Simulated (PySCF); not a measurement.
## Orbital picture of F2

B2PLYP at R = 1.442 Å; F 3-21G; no relativity (PySCF 2.14). State: ¹Σg⁺ (singlet), closed shell. Only the outer orbitals are listed.

| orbital | occ. | ε (eV) | main shells (%) |
| --- | --- | --- | --- |
| σg | 2 | -40.14 | 95 s |
| σu | 2 | -33.66 | 99 s |
| σg | 2 | -16.73 | 95 p |
| πu | 2 | -16.53 | 100 p |
| πu | 2 | -16.53 | 100 p |
| πg | 2 | -13.16 | 100 p |
| πg | 2 | -13.16 | 100 p |
| σu | 0 | -0.77 | 98 p |
| πu | 0 | 49.35 | 100 p |
| πu | 0 | 49.35 | 100 p |

Question: Which are the highest filled and the lowest empty level, where do they sit, and how wide is the gap?

Answer: Highest filled πg at -13.16 eV (in %: 100 p); lowest empty σu at -0.77 eV (in %: 98 p); the gap at B2PLYP is 12.39 eV.

The bond order (Mayer) is 0.98 and the ⟨S²⟩ is 0.000.

Correlated steps freeze 2 core orbitals. B2PLYP dipoles, levels and charges come from its SCF part alone. 3-21G is very small, so such numbers show the basis as much as the molecule.
